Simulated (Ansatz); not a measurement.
System: hcp Be. Method: r²SCAN (Ansatz, a quantum-chemistry and plane-wave program, plane waves, PAW).

Settings: plane-wave cutoff 600 eV, 30×30×16 k mesh (along the axes of the cell as run), Fermi–Dirac smearing 0.05 eV, scalar-relativistic PAW data made under PBE.

Starting structure:

```xyz
2
Lattice="2.2900 0.0000 0.0000 -1.1450 1.9832 0.0000 0.0000 0.0000 3.5800" Properties=species:S:1:pos:R:3 pbc="T T T"
Be     1.1450     0.6611     2.6850
Be     0.0000     1.3221     0.8950
```

Into what structure does the relaxation of cell and atoms lead at this level, with the symmetry of the start kept?

The volume drops by 2.7 %; final space group P6_3/mmc.
```xyz
2
Lattice="2.2635 0.0000 0.0000 -1.1318 1.9603 0.0000 0.0000 0.0000 3.5643" Properties=species:S:1:pos:R:3 pbc="T T T"
Be     1.1318     0.6534     2.6732
Be     0.0000     1.3068     0.8911
```
